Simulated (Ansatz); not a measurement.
# BFH4Si: how energies converge with the basis set

How large a basis does BFH4Si need? Two functionals are run in growing sets.

Method: one geometry, several basis sets; program: Ansatz 0.2.0, Gaussian basis.

Plan: PBE0-D4/def2-SVP; ωB97M-V/def2-SVP; PBE0-D4/def2-QZVPP; ωB97M-V/def2-QZVPP; the functionals' def2-TZVPP values are taken from earlier runs.

## (1) The relaxed structure

All runs share one geometry, relaxed beforehand with PBE0-D4 in a triple-zeta def2 set.

7 atoms, charge 0, spin multiplicity 1.

Atoms are counted from 1 here; the program's logs count them from 0.

Bond lengths: F1–B2 1.321 Å, B2–Si3 2.035 Å, B2–H4 1.203 Å, Si3–H5 1.490 Å, Si3–H6 1.490 Å, Si3–H7 1.487 Å. Angles: F1–B2–Si3 121.0°, F1–B2–H4 116.1°, Si3–B2–H4 122.9°, B2–Si3–H5 109.0°, B2–Si3–H6 108.5°, B2–Si3–H7 113.6°, H5–Si3–H6 107.5°, H5–Si3–H7 109.1°, H6–Si3–H7 109.0°.

## (2) PBE0-D4 in def2-SVP

in.yaml reads:

```yaml
crystal:
  periodic: [false, false, false]
  atoms:
    - {symbol: F, position_ang: [-1.379360, -1.601490, 0.571835]}
    - {symbol: B, position_ang: [-0.186705, -1.168652, 0.203956]}
    - {symbol: Si, position_ang: [0.146327, 0.805583, -0.161060]}
    - {symbol: H, position_ang: [0.673357, -2.004851, 0.107287]}
    - {symbol: H, position_ang: [0.733069, 0.954536, -1.522334]}
    - {symbol: H, position_ang: [1.152897, 1.303845, 0.818775]}
    - {symbol: H, position_ang: [-1.078384, 1.642930, -0.064158]}
basis:
  gaussian: {orbitals: def2-SVP}
hamiltonian: {xc: pbe0, dispersion: d4}
output: {orbitals: {seedname: orbitals}}
```

Further steps of the session: ωB97M-V in def2-SVP; PBE0-D4 in def2-QZVPP; ωB97M-V in def2-QZVPP.

**Question.** What will the summary of the whole plan be? Wanted: PBE0-D4: double and triple zeta above quadruple; ωB97M-V: double and triple zeta above quadruple.

**Answer**, as computed:

```
                                       quantity          value
PBE0-D4: double and triple zeta above quadruple  7.33, 0.46 eV
ωB97M-V: double and triple zeta above quadruple  7.46, 0.43 eV
```

In words: PBE0-D4 gains 6.88 eV from double to triple zeta, then 0.46 eV more. These are total energies; as a rule much of such shifts cancels in differences, which this series doesn't test.
